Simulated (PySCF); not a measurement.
## PO⁺ from Hartree–Fock to correlated methods

State: ¹Σ⁺ (singlet), closed shell. Set-up: PySCF, no relativity, basis sets P cc-pV(D+d)Z, O cc-pVDZ. De refers to P⁺ + O in their high-spin ground configurations, without counterpoise correction. A positive dipole points towards O; it is taken about the centre of mass and depends on that origin.

```tsv
Level	Re (Å)	ωe (cm⁻¹)	De (eV)	μ (D)
RHF	1.393	1634	3.98	-3.91
RHF-MP2	1.465	1243	7.89	n/a
RHF-SCS-MP2	1.458	1283	7.63	n/a
RHF-CCSD	1.437	1417	6.96	n/a
RHF-CCSD(T)	1.450	1338	7.29	n/a
PBE	1.453	1340	8.46	-3.13
PW91	1.451	1343	8.50	-3.14
r²SCAN	1.439	1398	7.92	-3.27
r²SCANh	1.431	1431	7.65	-3.35
PBE0	1.429	1444	7.66	-3.36
HSE06	1.430	1440	7.63	-3.37
MN15	1.422	1485	8.00	-3.32
```

The bond length runs from 1.393 Å (RHF) to 1.465 Å (RHF-MP2). De spans 3.98 eV (RHF, mean field) to 8.50 eV (PW91, GGA). Correlation at CCSD(T) changes the Hartree–Fock bond energy by +3.31 eV; the triples alone change it by +0.33 eV.

Correlated steps freeze 6 core orbitals. Correlated levels converge slowly with the basis: in double zeta they bind strong bonds too weakly, by up to about 1 eV, and carry superposition errors of some tenths. For an ion De counts to the pair picked by the measured ionisation energies or electron affinities, which need not be the lowest pair at this level. Where the molecule has an RHF reference, its open-shell atoms are computed with UHF. The CCSD T1 diagnostic is raised, a sign that a single reference may not be enough here.

The whole job (state search and all levels along the bond) took about 1.3 min on 1 thread of Arm Neoverse V1 (shared host), peak memory 0.45 GiB.
